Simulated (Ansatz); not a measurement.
`CC#CC#CC1CC1` at its PBE0-D4/def2-TZVP geometry, where that method's forces vanish. Total charge 0; spin multiplicity 1.

```xyz
16

C    -4.4434    0.0558   -0.2477
C    -3.0129   -0.0177   -0.0505
C    -1.8176   -0.0800    0.1163
C    -0.4706   -0.1501    0.3035
C     0.7265   -0.2126    0.4705
C     2.1375   -0.2830    0.6597
C     3.0417   -0.5326   -0.5250
C     3.0233    0.8121    0.1126
H    -4.7795    1.0947   -0.3041
H    -4.9752   -0.4249    0.5779
H    -4.7382   -0.4451   -1.1738
H     2.4519   -0.7245    1.5998
H     2.5606   -0.6463   -1.4873
H     3.8986   -1.1733   -0.3605
H     3.8674    1.1092    0.7218
H     2.5297    1.6183   -0.4135
```

Task: What forces (eV/Å) does ωB97M-V/def2-TZVPP give on these atoms in Ansatz? (Best estimate.)

Result: The calculation gave: 
```
C1  -0.486  0.025 -0.067
C2   0.879 -0.045  0.123
C3  -1.286  0.067 -0.179
C4   1.300 -0.065  0.176
C5  -0.953  0.058 -0.150
C6   0.398 -0.111  0.245
C7   0.058 -0.214 -0.170
C8   0.051  0.268  0.059
H9   0.043 -0.106  0.007
H10  0.062  0.048 -0.083
H11  0.039  0.051  0.095
H12 -0.036  0.045 -0.096
H13  0.035  0.013  0.076
H14 -0.070  0.062 -0.017
H15 -0.069 -0.028 -0.059
H16  0.036 -0.066  0.039
```
